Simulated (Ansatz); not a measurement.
System: bcc Ta. Method: r²SCAN (PAW; Ansatz, an electronic-structure program).

Numerical settings: plane-wave cutoff 500 eV, 30×30×30 k mesh, Fermi–Dirac smearing 0.1 eV, scalar-relativistic PAW data made under PBE.

Computed at the level's own relaxed cell.

**Question.** Predict the equilibrium volume per atom and equilibrium lattice constant a.

**Answer.** 
- equilibrium volume per atom = 18.07 Å³/atom
- equilibrium lattice constant a = 3.306 Å

Measured, for comparison: equilibrium volume per atom 17.95 Å³/atom, lattice constant a 3.299 Å (static lattice: zero-point anharmonic expansion removed; as tabulated in Mejia-Rodriguez and Trickey (2018), arXiv:1807.09216). Computed (rounded) less measured: equilibrium volume per atom +0.7 %, lattice constant a +0.2 %.

Spin–orbit coupling is not included.

Computing time: roughly 80 core-seconds.
